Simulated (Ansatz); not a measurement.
# Two structures, one formula

Two relaxed structures of NaBH2O, singlet (PBE0-D4/def2-TZVP; forces vanish, vibrations not checked).

A:

O1  (-0.877, -0.446, -0.451)
B2  (0.258, 0.070, 0.109)
Na3  (0.176, 2.421, 0.992)
H4  (-0.771, -1.351, -0.767)
H5  (1.214, -0.694, 0.117)
(Å)

B:

```
5
angstrom
O -0.3188 0.0179 -0.0140
B -0.0067 1.0796 0.4854
Na 0.6135 3.1882 1.4773
H -1.1530 -2.8059 -1.3317
H -0.9586 -2.1498 -1.0260
```

Computed with Ansatz 0.2.0 (basis: def2-TZVPP); correlated methods freeze the cores. The outer core shell of Li, Na, Mg and K is correlated. The def2 sets are not built for correlating such inner shells, so the correlated values are less sure here. B3LYP uses VWN-RPA correlation.

Question: Which structure is lower at CCSD(T), and by how much? (To be estimated.)

Answer: Computed: B, by 77.9 kJ/mol (electronic energy, against the other). By their contacts, A is NaBH₂O ([OH][BH][Na]) and B is a complex of NaBO + H₂.

All methods give the same order:

```
   method  E(B) − E(A) (kJ/mol)
   PBE-D4                 -56.3
r2SCAN-D4                 -69.1
  PBE0-D4                 -52.5
 B3LYP-D4                 -67.2
  wB97M-V                 -70.6
       HF                 -74.1
      MP2                 -88.8
     CCSD                 -73.6
  CCSD(T)                 -77.9
```

The T1 diagnostic stays at or below 0.016. The restricted Hartree–Fock reference is unstable towards an unrestricted one at one or more of these structures.

Labels in which every atom is bracketed show which atoms are joined, not bond orders.

For scale, one of the runs: CCSD(T)/def2-TZVPP, 122 basis functions, launched by `ansatz run in.yaml --threads 2 --pin off --events-out ev --progress --plain --max-ram 4352MiB`. Time: 9 s of wall clock on 2 CPU threads of an Arm Neoverse V2; the host was shared. Peak host memory: 0.6 GiB.
